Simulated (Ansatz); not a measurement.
Ansatz (a program for electronic structure) input (B3LYP/6-31G*):

Ansatz 0.2 input:
```yaml
crystal:
  periodic: [false, false, false]
  atoms:
    - {symbol: C, position_ang: [0.02009866, -0.00813904, 0.74844810]}
    - {symbol: Cl, position_ang: [-0.01273959, 1.76664006, -0.06857310]}
    - {symbol: Cl, position_ang: [1.53149091, -0.87244962, -0.13874044]}
    - {symbol: Cl, position_ang: [-1.52584496, -0.89131784, -0.05684462]}
basis:
  gaussian:
    orbitals: 6-31G*
hamiltonian:
  xc: {name: B3LYP}
total_charge: -1
phonons: {temperatures: {t_min: 298.15, t_max: 298.15, t_step: 100}}
```

Task: Which harmonic wavenumbers does it give?

Result: 194, 194, 264, 447, 447, 577 cm⁻¹ (unscaled; negative means imaginary).
